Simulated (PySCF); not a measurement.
# Vibration and rotation of PN⁺

ROHF-CCSD(T) constants of PN⁺, ²Σ⁺ (doublet), unpaired electrons σ ↑ (PySCF, no relativity, basis sets P def2-TZVPPD, N def2-TZVPPD; masses 30.9738 and 14.0031 u):

| Quantity | Value |
| --- | --- |
| ωe | 1288.7 cm⁻¹ |
| ωexe | 7.71 cm⁻¹ |
| Be | 0.7821 cm⁻¹ |
| αe | 0.00601 cm⁻¹ |
| D (centrifugal) | 1.15e-06 cm⁻¹ |
| De to P⁺ + N | 4.56 eV |

Q: Give the vibrational terms G(v) and spacings up to v = 6.

A: G(v) = ωe(v+½) − ωexe(v+½)².

```tsv
v	G(v) (cm⁻¹)	G(v) − G(v−1)	Bv (cm⁻¹)
0	642.4		0.7791
1	1915.7	1273.3	0.7731
2	3173.6	1257.9	0.7671
3	4416.0	1242.4	0.7611
4	5643.0	1227.0	0.7551
5	6854.6	1211.6	0.7490
6	8050.8	1196.2	0.7430
```

Q: How well does the Morse estimate ωe²/(4ωexe) reproduce De, and what is D0?

A: It gives 6.68 eV, 146 % of the computed De. D0 = De − G(0) = 4.56 − 0.08 = 4.48 eV.

Correlated steps freeze 6 core orbitals. For an ion De counts to the pair picked by the measured ionisation energies or electron affinities, which need not be the lowest pair at this level. The CCSD T1 diagnostic is raised, a sign that a single reference may not be enough here. The state was picked by a PBE0 search and need not be the measured ground state.
